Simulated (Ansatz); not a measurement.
**SiH₃F (built from SMILES F.[SiH2]): one structure at several levels**

A test off equilibrium: a displaced guess of a reacting structure is computed at several levels, and each is set against CCSD(T).

Computed with Ansatz 0.2.0, Gaussian basis. Level: single points in def2-TZVPP.

Correlated methods freeze the cores.

### Step 1. Starting geometry

5 atoms, charge 0, spin multiplicity 1.

Atoms are counted from 1 here; the program's logs count them from 0.

Bond lengths: Si1–H2 1.610 Å, Si1–H4 1.475 Å, Si1–H5 1.449 Å. Angles: H2–Si1–H4 116.1°, H2–Si1–H5 126.7°, H4–Si1–H5 103.5°.

Coordinates:

```xyz
5
FH3Si
Si   -0.4567    0.0552    0.3905
H    -0.0024   -1.0393   -0.6994
F     0.9988   -0.5361   -1.1217
H     0.4683    0.2697    1.5192
H    -0.9775    1.3808    0.1220
```

### Step 2. CCSD(T)/def2-TZVPP

Contents of run/in.yaml:

```yaml
crystal:
  periodic: [false, false, false]
  atoms:
    - {symbol: Si, position_ang: [-0.456700, 0.055200, 0.390500]}
    - {symbol: H, position_ang: [-0.002400, -1.039300, -0.699400]}
    - {symbol: F, position_ang: [0.998800, -0.536100, -1.121700]}
    - {symbol: H, position_ang: [0.468300, 0.269700, 1.519200]}
    - {symbol: H, position_ang: [-0.977500, 1.380800, 0.122000]}
basis:
  gaussian: {orbitals: def2-TZVPP}
correlation: {method: ccsd_t}
output: {forces: true}
```

No record of the launch command was kept for these runs.

### Step 3. PBE0-D4/def2-TZVPP

run/in.yaml, as its differences from that of step 2:

```diff
@@ -10,3 +10,3 @@
   gaussian: {orbitals: def2-TZVPP}
-correlation: {method: ccsd_t}
-output: {forces: true}
+hamiltonian: {xc: pbe0, dispersion: d4}
+output: {forces: true, orbitals: {seedname: orbitals}}
```

### Step 4. wB97M-V/def2-TZVPP

run/in.yaml, as its differences from that of step 3:

```diff
@@ -10,3 +10,3 @@
   gaussian: {orbitals: def2-TZVPP}
-hamiltonian: {xc: pbe0, dispersion: d4}
-output: {forces: true, orbitals: {seedname: orbitals}}
+hamiltonian: {xc: {name: wB97M-V}}
+output: {forces: true}
```

### Step 5. r2SCAN-D4/def2-TZVPP

run/in.yaml, as its differences from that of step 4:

```diff
@@ -10,3 +10,3 @@
   gaussian: {orbitals: def2-TZVPP}
-hamiltonian: {xc: {name: wB97M-V}}
+hamiltonian: {xc: r2scan, dispersion: d4}
 output: {forces: true}
```

### Step 6. PBE-D4/def2-TZVPP

run/in.yaml, as its differences from that of step 5:

```diff
@@ -10,3 +10,3 @@
   gaussian: {orbitals: def2-TZVPP}
-hamiltonian: {xc: r2scan, dispersion: d4}
+hamiltonian: {xc: pbe, dispersion: d4}
 output: {forces: true}
```

### Step 7. revPBE-D4/def2-TZVPP

run/in.yaml, as its differences from that of step 6:

```diff
@@ -10,3 +10,3 @@
   gaussian: {orbitals: def2-TZVPP}
-hamiltonian: {xc: pbe, dispersion: d4}
+hamiltonian: {xc: {name: revPBE}, dispersion: d4}
 output: {forces: true}
```

### Step 8. wB97X-V/def2-TZVPP

run/in.yaml, as its differences from that of step 7:

```diff
@@ -10,3 +10,3 @@
   gaussian: {orbitals: def2-TZVPP}
-hamiltonian: {xc: {name: revPBE}, dispersion: d4}
+hamiltonian: {xc: {name: wB97X-V}}
 output: {forces: true}
```

(Steps that only read results are left out.)

**Question.** What will these runs give? Wanted: energy less free atoms, CCSD(T)/def2-TZVPP; RMS force component; RMS force error; HOMO and LUMO, PBE0-D4; T1 diagnostic.

The runs gave:

```
                                  quantity                                                                                             value
energy less free atoms, CCSD(T)/def2-TZVPP                                                                                    -1157.1 kJ/mol
                       RMS force component                                                              0.450 to 0.490 eV/Å over the methods
                           RMS force error  PBE0-D4 0.065, wB97M-V 0.069, r2SCAN-D4 0.155, PBE-D4 0.255, revPBE-D4 0.287, wB97X-V 0.053 eV/Å
                    HOMO and LUMO, PBE0-D4                                                                                -7.29 and -2.61 eV
                             T1 diagnostic                                                                                             0.020
```

What this shows: Against CCSD(T) the functionals' energies less atoms differ by -64.6 to -11.4 kJ/mol, PBE-D4 by -64.6 kJ/mol. The reference is not at the basis limit: in triple zeta CCSD(T) underbinds, which counts against methods that bind more; the gaps are no ranking. The forces of wB97X-V come nearest to CCSD(T), those of revPBE-D4 are farthest. Frozen-core CCSD(T) forces in triple zeta carry basis errors of their own, and this is one geometry, so small gaps rank nothing. The restricted Hartree–Fock reference is unstable towards an unrestricted one at one or more of these structures.
